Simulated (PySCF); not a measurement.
## Electric field gradients and quadrupole coupling constants

C-cyanomethanimine, C2H2N2.
Numbering: `[H]/[N:2]=[CH:3]/[C:4]#[N:5]` (hydrogens: H1 on N2; H6 on C3)

Field gradients from the PBE0/pcSseg-1 density (PySCF, non-relativistic), principal values in atomic units, ordered |Vxx| ≤ |Vyy| ≤ |Vzz|:

```json
{"atom": "N2", "Vxx": "0.2175", "Vyy": "0.8732", "Vzz": "-1.0906"}
{"atom": "N5", "Vxx": "0.4414", "Vyy": "0.5669", "Vzz": "-1.0083"}
```

Find the asymmetry η = (Vxx − Vyy)/Vzz and the couplings χ = eQV/h (234.96 MHz × Q in barn × V in au), with Q(14N) = 0.02044 b.

```tsv
atom	environment	nucleus	η	χzz (MHz)	χxx (MHz)	χyy (MHz)
N2	imine nitrogen	14N	0.60	-5.24	1.04	4.19
N5	nitrile nitrogen	14N	0.12	-4.842	2.120	2.722
```

The tensor is traceless: Vxx + Vyy + Vzz = 0.

What is Vzz at N5 in SI units (1 au = 9.71736 × 10²¹ V/m²)?

-1.0083 au = -9.798 × 10²¹ V/m².

And the gradient at the other heavy atoms, for which no coupling is worked out here?

```
atom     environment  Vzz (au)     η
  C3    imine carbon     0.292  0.86
  C4  nitrile carbon    -0.376  0.06
```

Were the hydrogens deuterons (Q(2H) = 0.00286 b), χzz would run from 183 kHz (H6) to 246 kHz (H1).

Geometry: PBE0-D3(BJ)/def2-SVP; no solvent, vibrations or thermal averaging. With so small a basis the couplings can be 20 % off.
